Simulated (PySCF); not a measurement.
## Rotational lines of BF

Lines J+1 ← J of the vibrational ground state, computed from RHF-CCSD(T) constants of BF, ¹Σ⁺ (singlet), closed shell (B aug-cc-pVDZ, F aug-cc-pVDZ; no relativity (PySCF 2.14); masses 11.0093 and 18.9984 u), in MHz:

```csv
J,ν (MHz)
0,83959
1,167913
2,251856
3,335784
4,419691
```

Problem. Find B0 and the effective bond length r0; with αe = 0.0176 cm⁻¹, find Re.

Solution. ν = 2B0(J+1) − 4D(J+1)³ gives B0 = 1.4003 cm⁻¹. With the reduced mass μred = 6.9702 u, r0 = √(16.8576/(μred·B0)) (u, cm⁻¹, Å) = 1.3142 Å. Be = B0 + αe/2 = 1.4091 cm⁻¹ gives Re = 1.310 Å.

Correlated steps freeze 2 core orbitals. Correlated levels converge slowly with the basis: in double zeta they bind strong bonds too weakly, by up to about 1 eV, and carry superposition errors of some tenths. Where the molecule has an RHF reference, its open-shell atoms are computed with UHF.
